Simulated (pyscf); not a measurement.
**Substitution at O: F–SiH₂• (SMILES F[SiH2]) + H₂O (SMILES O) -> HO–SiH₂–F (SMILES O[SiH2]F) + H• (SMILES [H])**

Gas phase, doublet surface, charge 0. Bonds broken: O5–H6. Bonds formed: Si1–O5. Structures and frequencies: ωB97X-D3(BJ)/def2-SVP in PySCF. MP2 and CC: frozen core, UHF for open shells. ΔMP2 is the change of the MP2 total energy from the triple- to the quadruple-zeta basis.

Transition state (Å):

```xyz
7

Si    -0.8425    -0.5869    -0.2322
F     -0.2943    -0.4404     1.2971
H     -0.7729    -2.0375    -0.5981
H     -2.2610    -0.1546    -0.2421
O     -0.1542     0.8566    -1.1637
H     -0.4037     1.9898    -1.2972
H      0.8061     0.7568    -1.3545
```

One imaginary mode, 1852i cm⁻¹; descent along it reached the two sides named.

```
bond    change  reactant side (Å)  saddle  product side
------  ------  -----------------  ------  ------------
O5–H6   breaks              0.966   1.168           3.3
Si1–O5   forms                2.7   1.851         1.650
```

Electronic energies relative to the separated reactants (kJ/mol):

| level | barrier | reaction energy | reverse barrier |
|---|---|---|---|
| ωB97X-D3(BJ)/def2-TZVP | 87.5 | -60.2 | 147.7 |
| PBE/def2-TZVP | 47.8 | -39.5 | 87.3 |
| r²SCAN/def2-TZVP | 56.8 | -47.1 | 103.9 |
| B3LYP-D3(BJ)/def2-TZVP | 63.6 | -43.4 | 107.0 |
| PBE0-D3(BJ)/def2-TZVP | 67.4 | -47.5 | 114.9 |
| M06-2X/def2-TZVP | 76.0 | -58.5 | 134.5 |
| ωB97M-D3(BJ)/def2-TZVP | 75.2 | -58.2 | 133.4 |
| HF/def2-TZVP | 159.3 | -71.3 | 230.6 |
| MP2/def2-QZVPP | 86.3 | -64.6 | 150.9 |
| CCSD/def2-TZVPP | 104.7 | -46.6 | 151.3 |
| CCSD(T)/def2-TZVPP | 94.3 | -49.0 | 143.3 |
| CCSD(T)/def2-TZVPP + ΔMP2(QZVPP) | 89.7 | -48.8 | 138.5 |

With CCSD(T)/def2-TZVPP + ΔMP2(QZVPP) energies and thermal terms (ideal gas, 1 atm, RRHO with modes under 100 cm⁻¹ raised to 100, one conformer, R ln 2 for rigid chiral ones), in kJ/mol:

```
T (K)   ΔH‡    ΔG‡     ΔH     ΔG
-----  ----  -----  -----  -----
298    72.7  113.7  -62.1  -49.5
600    75.4  154.4  -57.9  -38.1
900    79.7  193.0  -52.3  -29.4
1200   84.3  230.1  -46.6  -22.7
```

One saddle was located; it need not be the lowest between these sides. The angle at the attacked O is 137°. The CCSD(T) − MP2 part came from Ansatz, without density fitting, on the same reference.
